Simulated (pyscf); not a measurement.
Optimised with ωB97X-D3(BJ)/def2-SVP in PySCF. Correlated levels are frozen-core, on RHF or UHF. ΔMP2 is the change of the MP2 total energy from the triple- to the quadruple-zeta basis.

methane (CH₄) + SeH• → H₃C–SeH + H atom (H•)
Surface: doublet. Broken: C–H. Formed: C–Se. Give ΔE‡ and ΔE from CCSD(T)/def2-TZVPP + ΔMP2(QZVPP), relative to the separated reactants.

ΔE‡ = 2.42 eV, ΔE = +1.78 eV. Zero-point energy shifts the barrier by -0.10 eV. It is a substitution at C, with an imaginary mode of 1409i cm⁻¹. This is the saddle that the search found; another between the same sides may lie lower. The angle at the attacked C is 180°. The CCSD(T) − MP2 part came from Ansatz, without density fitting, on the same reference. A UHF reference is spin-contaminated (<S²> up to 0.86), which harms MP2 most. The frozen core leaves the outer d or s,p core shells of the metals and heavy elements correlated in the MP2 and CC values, and def2-TZVPP describes them poorly, which can shift differences by a few kcal/mol. Left out: the spin-orbit lowering of SeH, which is large for Br, Se, Te and I. Elements up to Kr have no core potential and no relativistic terms here.
